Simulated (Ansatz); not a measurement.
**How the LA phonon frequency at X of rock-salt PbSe moves with the method**

No measured value is used here.

```json
[
 {"level (code)": "PBE (Ansatz)", "value (cm⁻¹)": "42", "cell (Å³/atom)": "30.05"},
 {"level (code)": "r²SCAN (Ansatz)", "value (cm⁻¹)": "___", "cell (Å³/atom)": "29.47"},
 {"level (code)": "HSE06 (Ansatz)", "value (cm⁻¹)": "41", "cell (Å³/atom)": "29.38"}
]
```

Question: Fill in the missing entries.

Answer: 
- r²SCAN (Ansatz, a quantum-chemistry and plane-wave program), value (cm⁻¹): 45

Density-functional levels without +SOC have no spin–orbit coupling. Each level is taken at its own relaxed cell. Cutoffs and k meshes differ between the levels. Ansatz's density-functional and Hartree–Fock values are scalar-relativistic unless marked +SOC, with PAW data made under PBE.
